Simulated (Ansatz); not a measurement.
Calculated with Ansatz (gas phase, PBE0-D4/def2-TZVP geometries, no zero-point term in ΔE). CCSD(T)/CBS is the MP2 limit (def2-TZVPP, def2-QZVPP) plus CCSD(T) − MP2 in def2-TZVPP, frozen cores. DFT in def2-TZVPP. B3LYP here is the variant with VWN-RPA as its local correlation; programs differ in this. Each species was taken in one conformer, which may not be the lowest.

Reaction (isomerisation): `C#CCOCC` → `CC1C=COC1`

```csv
level,ΔE (kcal/mol),difference from CCSD(T)/CBS
B3LYP-D4,-33.8,0.8
ωB97X-V,-37.8,-3.2
ωB97M-V,-35.8,-1.2
B2PLYP,-32.5,2.1
MP2/def2-TZVPP,-34.7,-0.1
SCS-MP2/def2-TZVPP,-32.8,1.8
CCSD(T)/def2-TZVPP,-34.7,-0.1
HF/def2-QZVPP,-30.0,4.6
MP2/def2-QZVPP,-34.6,0.0
HF/CBS(def2),-30.0,4.6
CCSD(T)/CBS,-34.6,0
```

Largest T1 diagnostic among the species: 0.012.

In def2-TZVPP, CCSD(T) changes the Hartree–Fock value by −4.8 kcal/mol (the triples alone add −0.6 kcal/mol) and MP2 by −4.7 kcal/mol. From PBE to PBE0 (25 % exact exchange), in def2-TZVPP and without D4, ΔE moves by −1.9 kcal/mol. The D4 term adds −1.9 kcal/mol with B3LYP and −0.9 kcal/mol with PBE0; it sums over pairs of atoms, weighted by their polarisabilities, and B3LYP, whose exchange is more repulsive, gets the larger term.
